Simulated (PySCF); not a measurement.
Electron affinity of Al by level of theory

Al⁻ [Ne] 3s2 3p2 (3P) → Al [Ne] 3s2 3p1 (2P), as a difference of total energies. Computed with PySCF 2.14 in x2c-QZVPPall with one added diffuse shell each of s, p, d, f type (10s7p5d3f1g, 86 functions), with the spin-free X2C one-electron Hamiltonian (Gaussian nucleus). Correlated levels: valence: [Ne] frozen. The calculations carry no spin-orbit coupling.

```json
{"method": "UHF", "electron affinity (eV)": "0.008"}
{"method": "MP2 (valence)", "electron affinity (eV)": "0.366"}
{"method": "SCS-MP2 (valence)", "electron affinity (eV)": "0.264"}
{"method": "CCSD (valence)", "electron affinity (eV)": "0.371"}
{"method": "CCSD(T) (valence)", "electron affinity (eV)": "0.425"}
```

Problem. How much does correlation contribute at CCSD(T) (valence)?

Solution. 0.425 − (0.008) = 0.417 eV, measured against UHF.

The reference lies between the lowest fine-structure levels, while these numbers refer to the centres of the terms.

Errors of the correlated levels include the incompleteness of this basis and the frozen core.

For comparison: 0.433 eV (measured; photodetachment measurements, as compiled on the Wikipedia data page of electron affinities).
